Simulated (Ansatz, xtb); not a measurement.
# Two isomers of C3H7FO+

Structure a: the doublet with the links of `[OH2+]CC[CH]F`. Structure b: the doublet with the links of `[OH2+]C[CH]CF`. Both are isolated ions in the gas phase, relaxed with PBE0-D3(BJ)/pcseg-1; the shapes shown needn't be the lowest conformers.

a (Å):

```xyz
12

C     1.3156    0.1531   -0.1918
C     1.0529    1.6049    0.1156
C    -0.1764    2.1180   -0.5269
F    -0.2030    1.8766   -1.8841
O     1.5258    0.0580   -1.6878
H     0.8440    0.6242   -2.1535
H     1.5341   -0.8531   -2.0440
H     2.2511   -0.2195    0.2299
H     0.4738   -0.5041    0.0462
H     0.9527    1.6950    1.2056
H     1.9374    2.2073   -0.1594
H    -0.7078    3.0291   -0.2638
```

b (Å):

```xyz
12

C    -0.4493   -0.3772    0.3994
C    -0.9136   -0.3122   -0.9874
C    -2.3541   -0.1459   -1.2653
F    -3.0847   -0.7431   -0.2034
O    -1.1060   -1.5845    1.1168
H    -0.7423   -2.4453    0.8232
H    -2.0742   -1.5494    0.8644
H     0.6221   -0.5338    0.5329
H    -0.7958    0.4400    1.0432
H    -0.1947   -0.2958   -1.8053
H    -2.6696   -0.6316   -2.1949
H    -2.6655    0.9100   -1.2873
```

Question: Which of the two would you expect CCSD(T)/def2-SVP + ΔMP2/def2-TZVPP electronic energies to favour?

Answer: Too close to call at this level: CCSD(T)/def2-SVP + ΔMP2/def2-TZVPP gives E(b) − E(a) = −0.069 eV.

The same difference at several levels:

```
                             level             geometry  E(b) − E(a) (eV)  departure from the last row (eV)  job, with rough time for the two
                          GFN2-xTB             GFN2-xTB              −0.148                            −0.079              optimisation, 0.38 s
                         HF/STO-3G             GFN2-xTB              +0.362                            +0.431               single point, 1.1 s
                r2SCAN-D4/def2-SVP             GFN2-xTB              −0.102                            −0.032               single point, 9.9 s
               PBE0-D3(BJ)/pcseg-1  PBE0-D3(BJ)/pcseg-1              −0.103                            −0.033             optimisation, 2.7 min
                       HF/def2-SVP  PBE0-D3(BJ)/pcseg-1              −0.049                            +0.020           part of the CCSD(T) run
                      MP2/def2-SVP  PBE0-D3(BJ)/pcseg-1              −0.018                            +0.052           part of the CCSD(T) run
                  CCSD(T)/def2-SVP  PBE0-D3(BJ)/pcseg-1              −0.048                            +0.021                      single point
CCSD(T)/def2-SVP + ΔMP2/def2-TZVPP  PBE0-D3(BJ)/pcseg-1              −0.069                                               single point, 2.6 min
```

As drawn, both hold the same kinds of bond in the same numbers.

HF/STO-3G puts the two in the other order. MP2/def2-SVP finds them nearly level. The largest departure from CCSD(T)/def2-SVP + ΔMP2/def2-TZVPP is that of HF/STO-3G, 0.431 eV. The last row adds to CCSD(T) the change of the MP2 difference between the two basis sets, here −0.021 eV.

With harmonic frequencies from PBE0-D3(BJ)/pcseg-1 (ideal gas, rigid rotor, one conformer each, 1000 K, 1 atm): on the last row, ΔE + ΔZPE = −0.083, ΔH = −0.071, ΔG = −0.125 eV.

Open shells are spin-unrestricted. The correlated steps freeze 5 core orbitals. Programs: Ansatz 0.2.0, xtb 6.7.1; the last row on 2 threads of Intel(R) Xeon(R) Processor @ 2.50GHz (Skylake/Cascade Lake) on a shared host.
